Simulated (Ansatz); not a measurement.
**B₂ (triplet): from a generated start to a stationary point**

Aim: relax a generated start of B₂ (triplet) and see which bonds hold.

Program: Ansatz 0.2.0, Gaussian basis. Level of theory: UKS PBE0/def2-TZVP. These are calculated values, not measurements.

### Step 1. Where the work starts

2 atoms, charge 0, spin multiplicity 3.

Atoms are counted from 1 here; the program's logs count them from 0.

Bond lengths: B1–B2 1.562 Å.

As a file:

```
B     0.00000    0.00000    0.00000
B     0.00000    0.00000    1.56240
```

The start is set by covalent radii. Sticks and bond lists go by distance. 

### Step 2. Relaxation

Input file in.yaml:

```yaml
crystal:
  periodic: [false, false, false]
  atoms:
    - {symbol: B, position_ang: [0.000000, 0.000000, 0.000000]}
    - {symbol: B, position_ang: [0.000000, 0.000000, 1.562400]}
basis:
  gaussian: {orbitals: def2-TZVP}
magnetization: {spin_polarized: true, initial_magnetization: 2}
hamiltonian: {xc: pbe0}
relax: {f_tol: 0.004, max_steps: 80}
```

On the command line:

```sh
$ ansatz run in.yaml --threads 1 --pin off --events-out ev --progress --plain --max-ram 1740MiB
```

What does the calculation give? Wanted: energy gained; shift from the start; total energy; dipole moment; ⟨S²⟩.

**Answer**, as computed:

```
                  quantity          value
                     steps              3
             energy gained       0.000 eV
shift from the start (rms)        0.000 Å
              total energy  -1343.0226 eV
             dipole moment         0.14 D
                      ⟨S²⟩          2.707
```

In words: The bonds of the start are those of the end. The determinant is spin-contaminated (excess 0.71). No vibrations were run, so this is a stationary point, not a proven minimum, and this spin need not be the ground state's.
